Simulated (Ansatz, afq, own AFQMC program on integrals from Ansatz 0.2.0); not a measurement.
## Where AFQMC and coupled cluster stand for H2S, triplet

```tsv
atom	x (Å)	y (Å)	z (Å)
H	0.0000	0.0000	-1.2700
H	0.0000	0.0000	-0.1830
S	0.0000	0.0000	1.4530
```

Basis cc-pVTZ. Noble-gas cores (and the filled d shells of Ga–Kr and In–Xe) are frozen. Ansatz 0.2.0 and our own AFQMC program on the same integrals; the CISD trial comes from CCSD amplitudes, and released means the phaseless constraint is let go. Error bars are statistical, one sigma.

Determinant: UHF, the one that the program's search chose, which needn't be the lowest solution. The geometry is a point of a scan.

No full CI on the walks' own integrals is used here; CCSDT(Q) serves as the reference and is uncertain by about the last step of the cluster series.

Cautions: lower spins were not checked; unrestricted determinant slightly spin contaminated (⟨S²⟩ 2.08 against 2.00); the released energies move by 1.5 errors or more from one time to the next, so no released level is given (meV from the phaseless value at times in 1/Eh: -4.5 ± 2.3 at 0.24, -9.8 ± 2.4 at 0.51, -12.6 ± 1.8 at 0.99, -10.8 ± 1.5 at 1.62, -16.9 ± 2.3 at 2.40), though the last usable value meets CCSDT(Q) within the noise.

```
T1 diagnostic                               : 0.0220
weight of the determinant in the CISD state : 0.897
⟨S²⟩ of the determinant                     : 2.081
size of the correlated space                : 8 electrons in 57 orbitals
```

```tsv
level	correlation energy (eV)
MP2	-4.3138
CCSD	-5.1759
CCSD(T)	-5.3660
```

(1) Estimate where phaseless AFQMC with a CISD trial lies against CCSD(T) on the same integrals.

(1) 0.85 ± 0.10 mEh below CCSD(T).

Reference: CCSDT(Q), correlation energy -5.402 eV.

```csv
level,E − E(reference) (mEh),share of correlation (%)
CCSD(T),1.33,99.33
CCSDT,0.27,99.86
ph-AFQMC/HF,3.93 ± 0.78,98.02
ph-AFQMC/CISD,0.47 ± 0.10,99.76
```

A walk keeps the symmetry of its determinant, which the program's search chose and which needn't be the lowest solution, so a lower state of the same spin and another symmetry isn't excluded.
